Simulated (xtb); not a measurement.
H3N, charge +3, doublet, at a GFN2-xTB geometry of the parent state (a state made from the parent by changing its charge; the spin is typed, not shown lowest); xtb with GFN0-xTB.

xtb was given this input:
```
$ xtb mol.xyz --gfn 0 --chrg 3 --uhf 1 --json

# file mol.xyz
4

N      0.00000000    -0.00000000     0.00000000
H      0.01502573     1.02772160    -0.01944823
H      0.88265094    -0.52673581     0.01709961
H     -0.89767667    -0.50098579     0.00234863
```

Output, abridged:

```
   ID    Z sym.   atoms
    1    7 N      1
    2    1 H      2-4

           -------------------------------------------------
          |                Calculation Setup                |
           -------------------------------------------------

           -------------------------------------------------
          |                 G F N 0 - x T B                 |
           -------------------------------------------------

          ...................................................
          :                      SETUP                      :
          :.................................................:
          :  # basis functions                  10          :
          :  # atomic orbitals                  10          :
          :  # shells                            8          :
          :  # electrons                         5          :
          :  electronic temp.          300.0000000     K    :
          :  accuracy                    1.0000000          :
          :  -> integral cutoff          0.2500000E+02      :
          :  -> integral neglect         0.1000000E-07      :
          ...................................................

         :::::::::::::::::::::::::::::::::::::::::::::::::::::
         ::                     SUMMARY                     ::
         :::::::::::::::::::::::::::::::::::::::::::::::::::::
         :: total energy               2.547707821440 Eh    ::
         :: gradient norm              0.256338215612 Eh/a0 ::
         :: HOMO-LUMO gap              3.797066434114 eV    ::
         ::.................................................::
         :: H0 energy                 -3.212943299843 Eh    ::
         :: repulsion energy           0.053875356020 Eh    ::
         :: electrostat energy         5.706807375502 Eh    ::
         :: -> Gsolv                   0.000000000000 Eh    ::
         ::    -> Gsasa                0.000000000000 Eh    ::
         ::    -> Gshift               0.000000000000 Eh    ::
         :: dispersion energy         -0.000031610239 Eh    ::
         :: short-range corr.          0.000000000000 Eh    ::
         :: add. restraining           0.000000000000 Eh    ::
         :: total charge               3.000000000000 e     ::
         :::::::::::::::::::::::::::::::::::::::::::::::::::::

           -------------------------------------------------
          |                Property Printout                |
           -------------------------------------------------

    * Orbital Energies and Occupations

         #    Occupation            Energy/Eh            Energy/eV
      -------------------------------------------------------------
         1        2.0000           -0.7455943             -20.2887
         2        1.5000           -0.5734792             -15.6052
         3        1.5000           -0.5734792             -15.6052 (HOMO)
         4                         -0.4339396             -11.8081 (LUMO)
         5                         -0.2195261              -5.9736
         6                         -0.1165870              -3.1725
         7                         -0.1165870              -3.1725
         8                          0.1883692               5.1258
         9                          0.2150489               5.8518
        10                          0.2150489               5.8518
      -------------------------------------------------------------
                  HL-Gap            0.1395396 Eh            3.7971 eV
             Fermi-level            0.0000000 Eh            0.0000 eV

     #   Z          covCN         q      C6AA      α(0)
     1   7 N        2.577    -0.338    26.891     7.763
     2   1 H        0.859     1.113     0.064     0.397
     3   1 H        0.859     1.113     0.064     0.397
     4   1 H        0.859     1.113     0.064     0.397

 Mol. C6AA /au·bohr⁶  :         35.311775
 Mol. C8AA /au·bohr⁸  :        728.300529
 Mol. α(0) /au        :          8.953768

Wiberg/Mayer (AO) data.
largest (>0.10) Wiberg bond orders for each atom

 ---------------------------------------------------------------------------
     #   Z sym  total        # sym  WBO       # sym  WBO       # sym  WBO
 ---------------------------------------------------------------------------
     1   7 N    2.166 --     2 H    0.722     3 H    0.722     4 H    0.722
     2   1 H    0.730 --     1 N    0.722
     3   1 H    0.730 --     1 N    0.722
     4   1 H    0.730 --     1 N    0.722
 ---------------------------------------------------------------------------

Topologies differ in total number of bonds
Writing topology from bond orders to xtbtopo.mol

 dipole moment from electron density (au)
     X       Y       Z
  -0.0000  -0.0000   0.0000  total (Debye):    0.000

           -------------------------------------------------
          | TOTAL ENERGY                2.547707821440 Eh   |
          | GRADIENT NORM               0.256338215612 Eh/α |
          | HOMO-LUMO GAP               3.797066434114 eV   |
           -------------------------------------------------

normal termination of xtb
```
